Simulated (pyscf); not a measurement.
**Four-centre exchange: H₂N–SiH₂–F + hydrogen fluoride (HF) → H₂N–SiH(F)–F + hydrogen (H₂)**

Gas phase, singlet surface, charge 0. Bonds broken: Si2–H6, F8–H9. Bonds formed: Si2–F8, H6–H9. Single points on ωB97X-D3(BJ)/def2-SVP structures (PySCF, gas phase).

Transition state (Å):

```xyz
9

N     -0.8728     0.5661    -0.7103
Si    -0.0876    -0.1630     0.6031
F      1.4253    -0.3257    -0.0125
H     -1.8089     0.9456    -0.6559
H     -0.4293     0.6420    -1.6173
H      0.5867     0.8444     1.7868
H     -0.3229    -1.5118     1.1452
F     -1.4797     0.5235     1.7652
H     -0.3666     0.8910     2.0161
```

One imaginary mode, 1021i cm⁻¹; descent along it reached the two sides named, in the forms told below.

| bond | change | reactant side (Å) | saddle | product side |
|---|---|---|---|---|
| Si2–H6 | breaks | 1.475 | 1.694 | 3.4 |
| F8–H9 | breaks | 0.945 | 1.199 | 3.6 |
| Si2–F8 | forms | 3.0 | 1.939 | 1.616 |
| H6–H9 | forms | 2.7 | 0.982 | 0.760 |

Electronic energies relative to the separated reactants (eV):

| level | barrier | reaction energy | reverse barrier |
|---|---|---|---|
| ωB97X-D3(BJ)/def2-TZVP | 0.94 | -1.43 | 2.37 |
| PBE/def2-TZVP | 0.70 | -1.38 | 2.08 |
| r²SCAN/def2-TZVP | 0.72 | -1.53 | 2.25 |
| B3LYP-D3(BJ)/def2-TZVP | 0.93 | -1.45 | 2.38 |
| PBE0-D3(BJ)/def2-TZVP | 0.85 | -1.37 | 2.21 |
| M06-2X/def2-TZVP | 0.97 | -1.55 | 2.52 |
| ωB97M-D3(BJ)/def2-TZVP | 0.92 | -1.44 | 2.36 |
| HF/def2-TZVP | 1.72 | -1.43 | 3.15 |

With ωB97M-D3(BJ)/def2-TZVP energies and thermal terms (ideal gas, 1 atm, RRHO with modes under 100 cm⁻¹ raised to 100, one conformer, R ln 2 for chiral ones without a mode under 150 cm⁻¹), in eV:

```json
[
 {"T (K)": "298", "ΔH‡": "0.88", "ΔG‡": "1.32", "ΔH": "-1.55", "ΔG": "-1.51"},
 {"T (K)": "600", "ΔH‡": "0.86", "ΔG‡": "1.78", "ΔH": "-1.52", "ΔG": "-1.47"},
 {"T (K)": "900", "ΔH‡": "0.87", "ΔG‡": "2.24", "ΔH": "-1.50", "ΔG": "-1.45"},
 {"T (K)": "1200", "ΔH‡": "0.89", "ΔG‡": "2.69", "ΔH": "-1.48", "ΔG": "-1.44"}
]
```

On the reactant side the descent ends in a bound adduct (not fully relaxed), 0.36 eV under the separated species and 1.30 eV under the saddle at ωB97X-D3(BJ)/def2-TZVP. The same reactants have a lower exit, to F–SiH₂–F + NH₃ (barrier +0.13 eV at ωB97M-D3(BJ)/def2-TZVP, against +0.92 eV here). One saddle was located; it need not be the lowest between these sides.
